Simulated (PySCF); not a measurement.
# Vertical excitation energies

Species: C₄H₉PS.
InChI=1S/C4H9PS/c1-3-5-4-6-2/h3H,4H2,1-2H3

Method: TDDFT B3LYP/def2-SVPD, vertical, gas phase, core orbitals frozen in the response in PySCF 2.14.0, density-fitted response routines. The structure is a single GFN2-xTB conformer in the gas phase; no vibrational or solvent corrections. Torsions of this conformer, `[CH3:1]/[CH:2]=[P:3]/[CH2:4][S:5][CH3:6]`: C2–P3–C4–S5 -45°, P3–C4–S5–C6 -64°.

```csv
state,E (eV),λ (nm),f,"main configurations (H = HOMO, L = LUMO)"
S1,3.44,360.6,0.0021,H→L (98%)
S2,4.69,264.3,0.0053,H-2→L (97%)
S3,5.08,244.1,0.059,"H→L+1 (73%), H-1→L (14%)"
S4,5.14,241.2,0.120,"H-1→L (75%), H→L+1 (16%)"
S5,5.67,218.8,0.0065,"H→L+2 (67%), H→L+3 (30%)"
S6,5.73,216.4,0.054,"H→L+3 (58%), H→L+2 (26%)"
S7,6.01,206.4,0.016,"H-1→L+1 (80%), H→L+4 (11%)"
S8,6.16,201.2,0.0061,"H→L+4 (79%), H-1→L+1 (9%)"
```

Triplets, Tamm–Dancoff:

```tsv
state	E (eV)	λ (nm)	main configurations (H = HOMO, L = LUMO)
T1	2.71	457.8	H-1→L (70%), H→L (28%)
T2	3.32	373.1	H→L (63%), H-1→L (27%), H-2→L (8%)
T3	3.96	313.5	H-2→L (87%)
```

The lowest singlet lies at 3.44 eV (361 nm, ultraviolet) and is very weak; its leading configuration is HOMO→LUMO (98%). The strongest level in the table is S4 at 5.14 eV (241 nm, f = 0.120). Löwdin shares by element: HOMO sulfur 62%, carbon 15% or more, phosphorus 12%; LUMO carbon 45% or more, phosphorus 40%. Weighted by f, the mean energy of these states is 5.31 eV. The listed states span 2.72 eV, and the widest gap between neighbours is 1.25 eV (S1 to S2). Orbital energies (eV): HOMO-3 -9.07, HOMO-2 -7.37, HOMO-1 -6.85, HOMO -6.02, LUMO -1.67, LUMO+1 0.11, LUMO+2 0.52. No computed singlet lies in the visible range (380 to 750 nm); the lowest, at 361 nm, stands 0.18 eV above its violet end (3.26 eV); a Tamm–Dancoff triplet lies at 458 nm, without intensity as long as spin–orbit coupling is left out. The window holds the lowest 8 singlets.
